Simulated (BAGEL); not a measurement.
**B3LYP/cc-pVDZ (density fitting with qzvpp-jkfit) run of C3H4ClF (SMILES C/C(Cl)=C/F)**

Aim: the energy change on altering one bond length of C3H4ClF at B3LYP/cc-pVDZ (density fitting with qzvpp-jkfit), from 2 runs. 

The calculation is run with BAGEL 1.2.2.

1 further run of the same task is left out (set aside as unsound or not needed).

## (1) Starting point

C3H4ClF: 9 atoms, total charge 0, spin state singlet. As SMILES, `C/C(Cl)=C/F`. The shape is that of a PBE0-D4/def2-TZVP optimisation.

Bond lengths: C1–C2 1.485 Å, C2–Cl3 1.723 Å, C2–C4 1.324 Å, C4–F5 1.329 Å, C1–H6 1.093 Å, C1–H7 1.093 Å, C1–H8 1.092 Å, C4–H9 1.083 Å. Some angles: C1–C2–Cl3 116.4°, C1–C2–C4 123.5°, Cl3–C2–C4 120.1°, C2–C4–F5 123.3°, C2–C1–H6 110.7°, C2–C1–H7 110.7°, C2–C1–H8 110.5°, C2–C4–H9 123.1°, F5–C4–H9 113.6°, H6–C1–H7 107.7°.

## (2) The energy at B3LYP/cc-pVDZ (density fitting with qzvpp-jkfit)

The input, job.json:

```json
{ "bagel": [

{
  "title": "molecule",
  "basis": "cc-pvdz.json",
  "df_basis": "qzvpp-jkfit",
  "angstrom": true,
  "geometry": [
    { "atom": "C", "xyz": [   -0.262400,   -1.054600,   -0.407800 ] },
    { "atom": "C", "xyz": [    0.365700,    0.109200,    0.268100 ] },
    { "atom": "Cl", "xyz": [    1.840500,   -0.196100,    1.104900 ] },
    { "atom": "C", "xyz": [   -0.148300,    1.329600,    0.251200 ] },
    { "atom": "F", "xyz": [    0.417300,    2.368500,    0.857300 ] },
    { "atom": "H", "xyz": [   -0.494700,   -1.841200,    0.314300 ] },
    { "atom": "H", "xyz": [    0.413700,   -1.478800,   -1.154200 ] },
    { "atom": "H", "xyz": [   -1.186400,   -0.753900,   -0.905100 ] },
    { "atom": "H", "xyz": [   -1.071600,    1.574900,   -0.259700 ] }
  ]
},
{
  "title": "ks",
  "xc_func": "b3lyp"
},
{
  "title": "print",
  "file": "orbitals.molden",
  "orbitals": true
}

]}
```

The basis set cc-pVDZ is read from a file made from the Basis Set Exchange's data (not shown).

Run with:

```
$ BAGEL_NUM_THREADS=1 BAGEL job.json > job.out
```

The program printed:

```text
* using 1 threads per process

  ===============================================================
  ===============================================================

  *** Geometry ***

  { "atom" : "C", "xyz" : [     -0.495864,     -1.992905,     -0.770630 ] },
  { "atom" : "C", "xyz" : [      0.691073,      0.206358,      0.506636 ] },
  { "atom" : "Cl", "xyz" : [      3.478041,     -0.370575,      2.087958 ] },
  { "atom" : "C", "xyz" : [     -0.280246,      2.512580,      0.474699 ] },
  { "atom" : "F", "xyz" : [      0.788583,      4.475816,      1.620062 ] },
  { "atom" : "H", "xyz" : [     -0.934848,     -3.479364,      0.593941 ] },
  { "atom" : "H", "xyz" : [      0.781780,     -2.794527,     -2.181122 ] },
  { "atom" : "H", "xyz" : [     -2.241971,     -1.424665,     -1.710391 ] },
  { "atom" : "H", "xyz" : [     -2.025031,      2.976130,     -0.490762 ] },

  Number of auxiliary basis functions:      502

  Since a DF basis is specified, we compute 2- and 3-index integrals:
    o Being stored without compression. Storage requirement is 0.035 GB

  Number of basis functions:       94
  Number of electrons      :       48

    * METHOD: MOLECULE                             0.24

  *** Kohn-Sham DFT ***

    * Removing 17274 points whose weight is below 1.00e-10
    * Grid points: 116880

  === Nuclear Repulsion ===
   215.4625212528

       - DIIS with orbital gradients will be used.

  === KS iteration (b3lyp / cc-pvdz.json) ===
      0       -637.59337008          0.09735535           0.42
      1       -565.97585873          0.16428012           0.42
      2       -578.60562257          0.21166976           0.41
      3       -655.46688947          0.09965655           0.41
      4       -675.22723198          0.04512122           0.41
      5       -675.16137469          0.04910841           0.41
      6       -676.68140924          0.01135555           0.41
      7       -676.73601658          0.00587740           0.42
      8       -676.75441453          0.00359650           0.41
      9       -676.76477715          0.00158564           0.41
     10       -676.76612510          0.00029000           0.42
     11       -676.76620017          0.00011768           0.40
     12       -676.76620824          0.00003537           0.40
     13       -676.76620942          0.00000975           0.40
     14       -676.76620945          0.00000593           0.39
     15       -676.76620949          0.00000206           0.39
     16       -676.76620949          0.00000101           0.38
     17       -676.76620949          0.00000024           0.38
     18       -676.76620949          0.00000018           0.37
     19       -676.76620949          0.00000004           0.37
     20       -676.76620949          0.00000002           0.38
     21       -676.76620949          0.00000002           0.39
     22       -676.76620949          0.00000000           0.38
    * SCF iteration converged.

    * Permanent dipole moment:
           (    0.686754,     0.370226,     0.516276) a.u.

    * METHOD: KS                                   9.80

    * METHOD: PRINT                                0.01

  ===============================================================
```

Wall time 11 s (1 thread of Arm Neoverse V2, shared host); peak memory 0.51 GiB.

## (3) The distorted shape

The input, dft.json:

```json
{ "bagel" : [

{
  "title" : "molecule",
  "basis" : "cc-pvdz.json",
  "df_basis" : "qzvpp-jkfit",
  "angstrom" : "true",
  "geometry" : [
    { "atom" : "C", "xyz" : [   -2.032126,   -0.688247,   -1.411941 ] },
    { "atom" : "C", "xyz" : [   -1.404026,    0.475553,   -0.736041 ] },
    { "atom" : "Cl", "xyz" : [    1.840500,   -0.196100,    1.104900 ] },
    { "atom" : "C", "xyz" : [   -1.918026,    1.695953,   -0.752941 ] },
    { "atom" : "F", "xyz" : [   -1.352426,    2.734853,   -0.146841 ] },
    { "atom" : "H", "xyz" : [   -2.264426,   -1.474847,   -0.689841 ] },
    { "atom" : "H", "xyz" : [   -1.356026,   -1.112447,   -2.158341 ] },
    { "atom" : "H", "xyz" : [   -2.956126,   -0.387547,   -1.909241 ] },
    { "atom" : "H", "xyz" : [   -2.841326,    1.941253,   -1.263841 ] }
  ]
},
{
  "title" : "ks",
  "xc_func" : "b3lyp"
},
{
  "title" : "print",
  "file" : "orbitals.molden",
  "orbitals" : "true"
}

]}
```

The basis set cc-pVDZ is read from a file made from the Basis Set Exchange's data (not shown).

Run with:

```
$ BAGEL_NUM_THREADS=1 BAGEL dft.json > dft.out
```

The program printed:

```text
* using 1 threads per process

  ===============================================================
  ===============================================================

  *** Geometry ***

  { "atom" : "C", "xyz" : [     -3.840162,     -1.300598,     -2.668182 ] },
  { "atom" : "C", "xyz" : [     -2.653225,      0.898665,     -1.390916 ] },
  { "atom" : "Cl", "xyz" : [      3.478041,     -0.370575,      2.087958 ] },
  { "atom" : "C", "xyz" : [     -3.624544,      3.204887,     -1.422852 ] },
  { "atom" : "F", "xyz" : [     -2.555715,      5.168123,     -0.277489 ] },
  { "atom" : "H", "xyz" : [     -4.279145,     -2.787057,     -1.303611 ] },
  { "atom" : "H", "xyz" : [     -2.562518,     -2.102220,     -4.078673 ] },
  { "atom" : "H", "xyz" : [     -5.586269,     -0.732358,     -3.607943 ] },
  { "atom" : "H", "xyz" : [     -5.369328,      3.668437,     -2.388313 ] },

  Number of auxiliary basis functions:      502

  Since a DF basis is specified, we compute 2- and 3-index integrals:
    o Being stored without compression. Storage requirement is 0.035 GB

  Number of basis functions:       94
  Number of electrons      :       48

    * METHOD: MOLECULE                             0.24

  *** Kohn-Sham DFT ***

    * Removing 15269 points whose weight is below 1.00e-10
    * Grid points: 118885

  === Nuclear Repulsion ===
   168.0766792204

       - DIIS with orbital gradients will be used.

  === KS iteration (b3lyp / cc-pvdz.json) ===
      0       -640.68692699          0.09837803           0.48
      1       -554.52997742          0.15431676           0.43
      2       -574.91578769          0.16452067           0.43
      3       -658.62167494          0.08425285           0.43
      4       -673.05547506          0.06413824           0.43
      5       -675.64930364          0.02987092           0.42
      6       -675.90022811          0.02766543           0.43
      7       -676.10573935          0.02280026           0.43
      8       -676.37983298          0.01640868           0.42
      9       -676.38634417          0.00880208           0.42
     10       -676.28998250          0.01477624           0.42
     11       -676.59228780          0.00136119           0.43
     12       -676.57268910          0.00465937           0.43
     13       -676.56290177          0.00551954           0.43
     14       -676.55915091          0.00577226           0.41
     15       -676.58535765          0.00303150           0.40
     16       -676.59377888          0.00039652           0.41
     17       -676.59356340          0.00059042           0.42
     18       -676.59398604          0.00012443           0.42
     19       -676.59400350          0.00002036           0.42
     20       -676.59400512          0.00001027           0.42
     21       -676.59400548          0.00000637           0.42
     22       -676.59400584          0.00000532           0.42
     23       -676.59400590          0.00000641           0.42
     24       -676.59400596          0.00000305           0.41
     25       -676.59400589          0.00000825           0.42
     26       -676.59400597          0.00000069           0.42
     27       -676.59400597          0.00000021           0.42
     28       -676.59400597          0.00000019           0.42
     29       -676.59400597          0.00000007           0.41
     30       -676.59400597          0.00000003           0.41
     31       -676.59400597          0.00000002           0.41
     32       -676.59400597          0.00000002           0.42
     33       -676.59400597          0.00000001           0.42
    * SCF iteration converged.

    * Permanent dipole moment:
           (    2.479809,     0.057334,     1.548112) a.u.

    * METHOD: KS                                  15.03

    * METHOD: PRINT                                0.01

  ===============================================================
```

It took 16 s on 1 thread of Arm Neoverse V2, shared host; peak memory 0.52 GiB.

## (4) What came out

At B3LYP/cc-pVDZ (density fitting with qzvpp-jkfit):

```
                                                          quantity          value
                                         first shape: total energy  -676.76621 Eh
                                        first shape: dipole moment         2.38 D
                                          first shape: HOMO energy       -6.72 eV
                                          first shape: LUMO energy        0.28 eV
                                        first shape: HOMO–LUMO gap        7.00 eV
                                     distorted shape: total energy  -676.59401 Eh
                                    distorted shape: dipole moment         7.43 D
                                      distorted shape: HOMO energy       -7.19 eV
                                      distorted shape: LUMO energy       -6.00 eV
                                    distorted shape: HOMO–LUMO gap        1.19 eV
energy change with the C2–Cl3 bond stretched from 1.723 to 3.790 Å       4.686 eV
```

One bond (distorted shape) is far stretched, which a spin-restricted single reference describes badly; a broken-symmetry solution may lie lower. With the C2–Cl3 bond stretched from 1.723 to 3.790 Å the energy rises by 4.69 eV (452 kJ/mol). The first shape isn't relaxed at this level, so the change isn't measured from a minimum. A restricted reference can't describe the breaking bond well at this length.
